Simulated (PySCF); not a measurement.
Compound: C4H5 (charge +1).
Atom-mapped SMILES: `[CH3:1][c+:2]1[cH:3][cH:4]1` (hydrogens: H5, H6, H7 on C1; H8 on C3; H9 on C4)

The same species was optimised twice, with GFN2-xTB and with PBE0-D3(BJ)/def2-SVP (PySCF), and the same property calculations (PySCF, gas phase) were run on both structures.

```json
{"coordinate": "C1–C2 (Å)", "GFN2-xTB": "1.425", "PBE0-D3(BJ)/def2-SVP": "1.454", "change": "+0.029"}
{"coordinate": "C3–H8 (Å)", "GFN2-xTB": "1.069", "PBE0-D3(BJ)/def2-SVP": "1.093", "change": "+0.024"}
{"coordinate": "C4–H9 (Å)", "GFN2-xTB": "1.069", "PBE0-D3(BJ)/def2-SVP": "1.093", "change": "+0.024"}
{"coordinate": "C2–C4 (Å)", "GFN2-xTB": "1.394", "PBE0-D3(BJ)/def2-SVP": "1.374", "change": "-0.020"}
{"coordinate": "C2–C3 (Å)", "GFN2-xTB": "1.394", "PBE0-D3(BJ)/def2-SVP": "1.375", "change": "-0.019"}
{"coordinate": "C3–C4 (Å)", "GFN2-xTB": "1.364", "PBE0-D3(BJ)/def2-SVP": "1.356", "change": "-0.008"}
{"coordinate": "C1–C2–C3 (°)", "GFN2-xTB": "150.7", "PBE0-D3(BJ)/def2-SVP": "149.9", "change": "-0.8"}
{"coordinate": "C3–C2–C4 (°)", "GFN2-xTB": "58.6", "PBE0-D3(BJ)/def2-SVP": "59.1", "change": "+0.5"}
{"coordinate": "C2–C3–C4 (°)", "GFN2-xTB": "60.7", "PBE0-D3(BJ)/def2-SVP": "60.4", "change": "-0.3"}
{"coordinate": "C1–C2–C4 (°)", "GFN2-xTB": "150.7", "PBE0-D3(BJ)/def2-SVP": "151.0", "change": "+0.3"}
{"coordinate": "C2–C4–C3 (°)", "GFN2-xTB": "60.7", "PBE0-D3(BJ)/def2-SVP": "60.5", "change": "-0.2"}
{"coordinate": "C3–C4–H9 (°)", "GFN2-xTB": "149.1", "PBE0-D3(BJ)/def2-SVP": "149.3", "change": "+0.2"}
{"coordinate": "C2–C3–H8 (°)", "GFN2-xTB": "150.2", "PBE0-D3(BJ)/def2-SVP": "150.4", "change": "+0.2"}
{"coordinate": "C4–C3–H8 (°)", "GFN2-xTB": "149.1", "PBE0-D3(BJ)/def2-SVP": "149.2", "change": "+0.1"}
```

Rotational constants: A = 25926, B = 6687, C = 5491 MHz (GFN2-xTB) against A = 25857, B = 6652, C = 5470 MHz (PBE0-D3(BJ)/def2-SVP). Atoms that the bonding makes alike are paired by their places after alignment. End groups have turned between the structures, so H5, H6, H7 are left out of the comparison.

On the GFN2-xTB structure: lowest singlet, TDDFT (eV) 6.70 [wB97X-D/def2-SVPD]; lowest triplet, Tamm–Dancoff (eV) 6.32 [wB97X-D/def2-SVPD]; isotropic polarisability (au) 36.5 [wB97X-D/def2-SVPD]; HOMO (eV) -17.68 [wB97X-D/def2-SVPD]; LUMO (eV) -5.28 [wB97X-D/def2-SVPD]; HOMO (eV) -15.81 [PBE0/pcSseg-1]; LUMO (eV) -7.24 [PBE0/pcSseg-1]; GIAO shielding of C1 (ppm) 170.3 [PBE0/pcSseg-1]; GIAO shielding of C2 (ppm) -11.1 [PBE0/pcSseg-1]; GIAO shielding of C3/C4 (mean) (ppm) 4.7 [PBE0/pcSseg-1]; C1s of C1 (eV) 297.10 [delta-SCF UKS SCAN, pcX-2 on the ionised atom, pcseg-1 elsewhere, spin-free X2C]; C1s of C2 (eV) 299.59 [delta-SCF UKS SCAN, pcX-2 on the ionised atom, pcseg-1 elsewhere, spin-free X2C].

What do these properties become on the PBE0-D3(BJ)/def2-SVP structure?

| property | level | on GFN2-xTB | on PBE0-D3(BJ)/def2-SVP | change |
| --- | --- | --- | --- | --- |
| lowest singlet, TDDFT (eV) | wB97X-D/def2-SVPD | 6.70 | 6.88 | +0.18 |
| lowest triplet, Tamm–Dancoff (eV) | wB97X-D/def2-SVPD | 6.32 | 6.50 | +0.18 |
| isotropic polarisability (au) | wB97X-D/def2-SVPD | 36.5 | 36.6 | +0.1 |
| HOMO (eV) | wB97X-D/def2-SVPD | -17.68 | -17.74 | -0.06 |
| LUMO (eV) | wB97X-D/def2-SVPD | -5.28 | -5.27 | +0.01 |
| energy, GFN2-xTB geometry as zero (kcal/mol) | wB97X-D/def2-SVPD | 0.0 | -1.3 | -1.3 |
| HOMO (eV) | PBE0/pcSseg-1 | -15.81 | -15.86 | -0.05 |
| LUMO (eV) | PBE0/pcSseg-1 | -7.24 | -7.22 | +0.02 |
| energy, GFN2-xTB geometry as zero (kcal/mol) | PBE0/pcSseg-1 | 0.0 | -1.2 | -1.2 |
| GIAO shielding of C1 (ppm) | PBE0/pcSseg-1 | 170.3 | 168.0 | -2.3 |
| GIAO shielding of C2 (ppm) | PBE0/pcSseg-1 | -11.1 | -8.0 | +3.1 |
| GIAO shielding of C3/C4 (mean) (ppm) | PBE0/pcSseg-1 | 4.7 | 5.6 | +0.9 |
| C1s of C1 (eV) | delta-SCF UKS SCAN, pcX-2 on the ionised atom, pcseg-1 elsewhere, spin-free X2C | 297.10 | 297.11 | +0.01 |
| C1s of C2 (eV) | delta-SCF UKS SCAN, pcX-2 on the ionised atom, pcseg-1 elsewhere, spin-free X2C | 299.59 | 299.54 | -0.05 |

The heavy atoms differ by 0.012 Å rms after alignment. Among the bonds compared C1–C2 changes most (+0.029 Å). Changes are differences of the printed values. Neither structure is proved a minimum here. Geometry: PBE0-D3(BJ)/def2-SVP; no solvent, vibrations or thermal averaging.

wB97X-D is run here without its empirical dispersion term; that term would change no orbital, density or response property at a fixed geometry.
